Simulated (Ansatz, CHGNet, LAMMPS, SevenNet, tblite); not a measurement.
**Zinc-blende HgSe, elastic constant C12**

Reference value: 51.0 GPa (measured, 0 K, extrapolated to 0 K; as tabulated in Elastic constants of mercury selenide).

| level (code) | value (GPa) | cell (Å³/atom) | difference (%) |
|---|---|---|---|
| Stillinger–Weber CdTeZnSeHgS0.sw (LAMMPS) | 42.2 | 28.15 | -17.3 |
| GFN2-xTB (tblite) | 9.9 | 43.07 | -81 |
| CHGNet 0.3.0 (CHGNet) | 42.5 | 30.90 | -16.7 |
| SevenNet-l3i5 (SevenNet) | 38.4 | 30.91 | -25 |
| LDA (Ansatz) | 52.7 | 27.86 | +3.3 |
| PBE (Ansatz) | 37.6 | 30.66 | -26 |
| PBEsol (Ansatz) | 46.6 | 28.83 | -8.6 |

Leaving aside Stillinger–Weber CdTeZnSeHgS0.sw, which can be fitted to such values or carry a doubt: Nearest, and too close to rank with a margin of 5.0 % (twice that across the reference) picked here for doubts on the reference and the settings, and for temperature and zero-point motion: LDA (+3.3 %), PBEsol (-8.6 %). GFN2-xTB (-81 %) misses by most. Within 10 %: LDA, PBEsol.

The reference has no zero-point or thermal correction, while the calculations are for a static lattice, so the differences are not the levels' errors alone.  Density-functional levels without +SOC have no spin–orbit coupling. Stillinger–Weber CdTeZnSeHgS0.sw: the potential file covers more elements than this solid holds. GFN2-xTB: the relaxed volume lies over a fifth from the starting cell. GFN2-xTB: the method was fitted mainly to molecules. GFN2-xTB: the run uses a supercell at the zone centre in place of a k mesh. LDA, PBE, PBEsol: the solid has no gap at this level, which affects its response. Each level is taken at its own relaxed cell. Ansatz's density-functional and Hartree–Fock values are scalar-relativistic unless marked +SOC, with PAW data made under PBE.

Empirical potentials (Stillinger–Weber CdTeZnSeHgS0.sw) are fitted to chosen data, which need not cover the solid at hand: agreement can be built in, and what lay outside the fit can be far off. Machine-learned potentials (CHGNet 0.3.0, SevenNet-l3i5) are trained on DFT data, which may include these solids.

Differences are worked out from the printed values.

Ansatz is a program for electronic structure.
